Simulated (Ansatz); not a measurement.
# C2HN: one structure at several levels

The task here is to estimate one member of a computed series from the others.

Program: Ansatz 0.2.0, Gaussian basis. Level of theory: single points in def2-TZVPP. These are calculated values, not measurements.

Cores are frozen in the correlated methods.

### Where the work starts

SMILES `C1=CN=1`, 4 atoms, charge 0, spin multiplicity 1.

Atoms are counted from 1 here; the program's logs count them from 0.

Bond lengths: C1–C2 1.372 Å, C1–N3 1.452 Å, C2–N3 1.210 Å, C2–H4 1.144 Å. Angles: C2–C1–N3 50.7°, C1–C2–N3 68.1°, C1–C2–H4 147.8°, N3–C2–H4 144.1°, C1–N3–C2 61.2°.

As a file:

```xyz
4
C2HN
C     0.9263    0.6947    0.0903
C    -0.2232   -0.0435   -0.0371
N     0.7238   -0.7318    0.2705
H    -1.3438   -0.0578   -0.2673
```

The first run:

run/in.yaml

```yaml
crystal:
  periodic: [false, false, false]
  atoms:
    - {symbol: C, position_ang: [0.926300, 0.694700, 0.090300]}
    - {symbol: C, position_ang: [-0.223200, -0.043500, -0.037100]}
    - {symbol: N, position_ang: [0.723800, -0.731800, 0.270500]}
    - {symbol: H, position_ang: [-1.343800, -0.057800, -0.267300]}
basis:
  gaussian: {orbitals: def2-TZVPP}
correlation: {method: ccsd_t}
output: {forces: true}
```

The command line of these runs was not kept.

Among the steps run: CCSD(T)/def2-TZVPP; PBE0-D4/def2-TZVPP; wB97M-V/def2-TZVPP; r2SCAN-D4/def2-TZVPP; PBE-D4/def2-TZVPP; BHLYP-D4/def2-TZVPP; wB97X-V/def2-TZVPP.

One table of the session follows, with a row left open; its other results are not shown here.

```
   method  RMS force component (eV/Å)  angle to CCSD(T) forces (°)  dipole (D)
  CCSD(T)                       3.158                    reference        3.03
  PBE0-D4                       2.781                          6.9        3.07
  wB97M-V                           ?                            ?           ?
r2SCAN-D4                       2.876                          3.5        3.07
   PBE-D4                       3.098                          2.4        3.02
 BHLYP-D4                       2.478                         14.3        3.12
  wB97X-V                       2.860                          6.8        3.11
```

Q: Estimate the row for wB97M-V from the others.

The run gave: RMS force component (eV/Å): 2.792; angle to CCSD(T) forces (°): 6.4; dipole (D): 3.07. In the column «RMS force component (eV/Å)» it lies between PBE0-D4 (2.781) and wB97X-V (2.860).
